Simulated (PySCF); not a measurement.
Hydroxyl radical, HO (doublet state).
SMILES: `[OH]`

Computed, not measured: PBE0-D3(BJ)/def2-SVP geometry optimisation, gas phase (PySCF).

Masses are those of the commonest isotopes; rigid-rotor values at the optimised geometry. 

(1) What are the moment of inertia and the rotational constant?

Answers

(1) I = 0.904 u·Å², B = 505379 MHz·u·Å²/I = 559167 MHz (18.6518 cm⁻¹, or 26.836 K as hB/k). For two atoms I = μr² with μ = 0.9481 u and r = 0.9764 Å.

If the electronic state has orbital angular momentum about the axis (Π, Δ; not determined here), the simple ladder of levels BJ(J+1) doesn't apply.

No PBE0-D3(BJ)/def2-SVP frequencies stand behind this structure, so it isn't proved a minimum. ⟨S²⟩ = 0.752 (exact for a doublet: 0.75). No vibrational averaging or centrifugal distortion is included, and the geometry carries the error of its method.

On Arm Neoverse V1, one thread, on a shared host, this took 0.8 s. These figures are those of the optimisation.

***

Species: SrH (doublet state).
SMILES: `[SrH]`

Method: PBE0-D3(BJ)/def2-SVP geometry optimisation, gas phase, def2 core potentials past Kr (PySCF).

Take the most abundant isotopes and a rigid rotor. 

Task: What are the moment of inertia and the rotational constant?

Result: I = 4.627 u·Å², B = 505379 MHz·u·Å²/I = 109234 MHz (3.6437 cm⁻¹, or 5.242 K as hB/k). For two atoms I = μr² with μ = 0.9964 u and r = 2.1548 Å.

If the electronic state has orbital angular momentum about the axis (Π, Δ; not determined here), the simple ladder of levels BJ(J+1) doesn't apply.

PBE0-D3(BJ)/def2-SVP frequencies: not computed here. ⟨S²⟩ = 0.751 (exact for a doublet: 0.75). These are rigid-rotor constants of the computed structure; measured ground-state constants (B0) also hold zero-point vibration.
